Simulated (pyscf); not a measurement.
Thermochemistry of product channels of H• (SMILES [H]) + •O–OH (SMILES [O]O) on the triplet surface, in kcal/mol, from ωB97M-D3(BJ)/def2-TZVP energies (ideal gas, 1 atm, RRHO with modes under 100 cm⁻¹ raised to 100, one conformer, R ln 2 for rigid chiral ones). Structures and frequencies: ωB97X-D3(BJ)/def2-SVP in PySCF.

```csv
products,ΔE,ΔH(298 K),ΔG(600 K),ΔG(900 K)
H₂O (SMILES O) + O (SMILES [O]) [triplet],-52.9,-48.5,-48.2,-47.8
H₂ (SMILES [H][H]) + O=O (SMILES O=O) [triplet],-54.9,-54.9,-53.9,-53.4
```

These are energies of the channels, which say nothing of barriers. Left out: orbital degeneracy and the spin-orbit lowering of O.
